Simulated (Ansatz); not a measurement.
A calculation on zinc-blende CuI returned lattice constant a 6.025 Å, bulk modulus 43.5 GPa.

For reference: lattice constant a 6.053 ± 0.003 Å (measured, temperature not stated, no zero-point or thermal correction, our sources range from 6.044 to 6.054; as tabulated in arXiv:2305.18931); bulk modulus 36.6 GPa (measured, temperature not stated, not corrected to a static lattice; as tabulated in Gopakumar et al. (2017), arXiv:1612.07068).

Task: Which level of theory produced these numbers?
A. HSE06 (Ansatz, a quantum-chemistry and plane-wave program)
B. B3LYP (VWN-RPA form) (Ansatz)
C. PBE (Ansatz)
D. r²SCAN+SOC (Ansatz)

Result: D, r²SCAN+SOC (Ansatz)

The others give: HSE06 6.094 Å, 36.7 GPa; PBE 6.079 Å, 39.0 GPa; B3LYP (VWN-RPA form) 6.227 Å, 30.8 GPa.

Unless a cell is named, each level is at its own relaxed cell (B3LYP (VWN-RPA form) 30.19, HSE06 28.29, PBE 28.08, r²SCAN+SOC 27.34 Å³/atom).

Ansatz's density-functional and Hartree–Fock values are scalar-relativistic unless marked +SOC, with PAW data made under PBE.
